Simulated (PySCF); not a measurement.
C₂H₇N, SMILES CCN (PBE0/def2-SVP optimised geometry):

```
10

C      0.877    -0.408     0.000
C     -0.647    -0.408     0.000
N     -1.286     0.894     0.000
H      1.286    -1.431     0.000
H      1.274     0.110     0.889
H      1.274     0.109    -0.890
H     -1.014    -0.969     0.877
H     -1.014    -0.969    -0.877
H     -0.989     1.431    -0.813
H     -0.989     1.431     0.813
```

Level of theory: PBE0/def2-TZVP (PySCF).

**Question.** What are the frontier orbital energies and the dipole moment?

**Answer.** HOMO-2 -10.10 eV, HOMO-1 -9.39 eV, HOMO -6.84 eV, LUMO 1.08 eV, LUMO+1 2.21 eV; dipole moment 1.32 D.

Meta-Löwdin charges at PBE0/def2-TZVP: C1 -0.35, C2 -0.09, N3 -0.51, H4 0.11, H5 0.11, H6 0.11, H7 0.11, H8 0.11, H9 0.21, H10 0.21.
